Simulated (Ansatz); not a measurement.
Ideal-gas functions of `[AlH2][S][SiH3]` at 298.15 K and 1 bar, from an Ansatz frequency run at PBE0-D4/def2-TZVP.

Molar mass 92.18 g/mol, point group Cs (symmetry number 1), electronic degeneracy 1, moments of inertia 51.212, 175.309, 220.638 u Å². Harmonic wavenumbers (cm⁻¹, unscaled): 65, 121, 181, 460, 488, 529, 583, 632, 648, 764, 931, 942, 946, 1937, 1961, 2229, 2235, 2244.

Use S(trans) = R[1.5 ln M + 2.5 ln T − 1.1517]; rotational temperatures θ = 24.2544 K / I; S(rot) = R[ln(√π/σ · √(T³/θAθBθC)) + 1.5]; for each mode x = 1.438777 ν̃/T, S = R[x/(eˣ − 1) − ln(1 − e⁻ˣ)] and H = RT x/(eˣ − 1); 1 cm⁻¹ = 0.0119627 kJ/mol; R = 8.31446 J/(mol·K).

Problem. By hand: the entropy, in J/(mol·K).

Solution. Translation 165.3. Rotation: θ = 0.4736, 0.1384, 0.1099 K, giving 108.8. Vibration, mode by mode: 17.99, 12.90, 9.70, 3.21, 2.88, 2.47, 2.01, 1.66, 1.57, 1.00, 0.52, 0.49, 0.49, 0.01, 0.01, 0.00, 0.00, 0.00, in all 56.9. Electronic 0.0. Sum 331.0 J/(mol·K).

Problem. By hand: H − E and G − E in kJ/mol, counted from the electronic energy.

Solution. Zero-point energy ½ × 17896 × 0.0119627 = 107.0; thermal vibration 9.1; translation, rotation and pV give 4 RT = 9.9. H − E = 126.0 kJ/mol, and G − E = 126.0 − 298.15 × 331.0/1000 = 27.3 kJ/mol.

Vibration gives 17 % of the entropy, 30.9 J/(mol·K) of it from the modes under 150 cm⁻¹: soft modes count most, and the harmonic formula is weakest for them.
